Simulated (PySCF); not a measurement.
Input file for PySCF: D3(BJ) and D4 dispersion corrections on C4H8 (a complex).

```python
from pyscf import gto
from pyscf.dispersion import dftd3, dftd4

mol = gto.M(
    atom='''
    H     0.92444510   -1.23172221   -1.90619313
    H    -0.92444510   -1.23172221   -1.90619313
    H    -0.92444510    1.23172221   -1.90619313
    H     0.92444510    1.23172221   -1.90619313
    C     0.00000000    0.66728778   -1.90556520
    C     0.00000000   -0.66728778   -1.90556520
    H    -0.00000000    1.23344948    2.82931792
    H     0.00000000    1.22547148    0.97776199
    H    -0.00000000   -1.22547148    0.97776199
    H    -0.00000000   -1.23344948    2.82931792
    C    -0.00000000   -0.66711698    1.90601042
    C    -0.00000000    0.66711698    1.90601042
    ''',
    basis='def2-svp',
    charge=0, spin=0, verbose=0, max_memory=1800)
d3, d4 = {}, {}
for xc in ['hf', 'pbe', 'blyp', 'revpbe', 'tpss', 'r2scan', 'b3lyp', 'pbe0', 'bhlyp', 'camb3lyp', 'b2plyp']:
    d3[xc] = float(dftd3.DFTD3Dispersion(mol, xc=xc, version='d3bj', atm=False).get_dispersion()['energy'])
    print(f'D3(BJ) {xc:10s} {d3[xc]:14.8f} Eh')
for xc in ['hf', 'pbe', 'blyp', 'revpbe', 'tpss', 'r2scan', 'b3lyp', 'pbe0', 'bhlyp', 'camb3lyp', 'b2plyp']:
    d4[xc] = float(dftd4.DFTD4Dispersion(mol, xc={'camb3lyp': 'cam-b3lyp'}.get(xc, xc), atm=True).get_dispersion()['energy'])
    print(f'D4     {xc:10s} {d4[xc]:14.8f} Eh')
```

It printed:

```
D3(BJ) hf            -0.05131684 Eh
D3(BJ) pbe           -0.00639751 Eh
D3(BJ) blyp          -0.01277444 Eh
D3(BJ) revpbe        -0.01618865 Eh
D3(BJ) tpss          -0.00787552 Eh
D3(BJ) r2scan        -0.00196532 Eh
D3(BJ) b3lyp         -0.01039853 Eh
D3(BJ) pbe0          -0.00545558 Eh
D3(BJ) bhlyp         -0.00782300 Eh
D3(BJ) camb3lyp      -0.00478351 Eh
D3(BJ) b2plyp        -0.00467568 Eh
D4     hf            -0.01991014 Eh
D4     pbe           -0.00545711 Eh
D4     blyp          -0.01181174 Eh
D4     revpbe        -0.01846174 Eh
D4     tpss          -0.00731740 Eh
D4     r2scan        -0.00158753 Eh
D4     b3lyp         -0.00848711 Eh
D4     pbe0          -0.00465891 Eh
D4     bhlyp         -0.00586247 Eh
D4     camb3lyp      -0.00467033 Eh
D4     b2plyp        -0.00385332 Eh
```

The run finished.

Cost: around 0.04 core-seconds (rough).
